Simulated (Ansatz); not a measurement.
Geometry optimisation, Ansatz 0.2.0, RKS r2SCANh-D4/cc-pVDZ.

The input (input.yaml):

```yaml
crystal:
  periodic: [false, false, false]
  atoms:
    - { symbol: Si, position_ang: [0.0, 0.0, 0.0] }
    - { symbol: H, position_ang: [0.0, 0.0, 1.46] }
    - { symbol: H, position_ang: [1.3768, 0.0, -0.4862] }
    - { symbol: H, position_ang: [-0.6877, 1.1914, -0.4862] }
    - { symbol: "N", position_ang: [-0.8572, -1.4851, -0.6061] }
    - { symbol: H, position_ang: [-1.3922, -2.1014, 0.0704] }
    - { symbol: H, position_ang: [-0.8219, -1.7344, -1.6357] }
basis:
  gaussian: { orbitals: cc-pVDZ }
hamiltonian:
  xc: r2scanh
  dispersion: d4
relax:
  f_tol: 0.02
  max_steps: 40
```

Run as:

```bash
$ ansatz run input.yaml --threads 2 --pin off --max-ram 3072MiB --backend cpu --events-out ev --progress --plain --runs-dir out
```

Problem. Where does it end, and by what steps?

Solution. It converged. After 7 steps the energy has fallen by 0.346 eV; H6 moved furthest, 0.39 Å.

| step | energy less start (eV) | largest force component (eV/Å) | accepted |
| --- | --- | --- | --- |
| 0 | 0.0000 | 2.108 | yes |
| 1 | -0.2481 | 1.084 | yes |
| 2 | -0.2967 | 0.201 | yes |
| 3 | -0.3346 | 0.339 | yes |
| 4 | -0.2727 | 2.131 | no |
| 5 | -0.3365 | 0.303 | yes |
| 6 | -0.3443 | 0.070 | yes |
| 7 | -0.3455 | 0.008 | yes |

```xyz
7
Properties=species:S:1:pos:R:3
Si -0.018 -0.064 -0.011
H 0.062 -0.056 1.481
H 1.351 0.041 -0.601
H -0.787 1.161 -0.429
N -0.681 -1.611 -0.499
H -1.600 -1.830 -0.122
H -0.710 -1.772 -1.502
```

Whether the end is a true minimum wasn't checked by a vibrational analysis.

The run took 17 s on 2 threads of Intel(R) Xeon(R) Platinum 8259CL CPU @ 2.50GHz (Skylake/Cascade Lake) (shared host), peak memory 0.14 GiB.
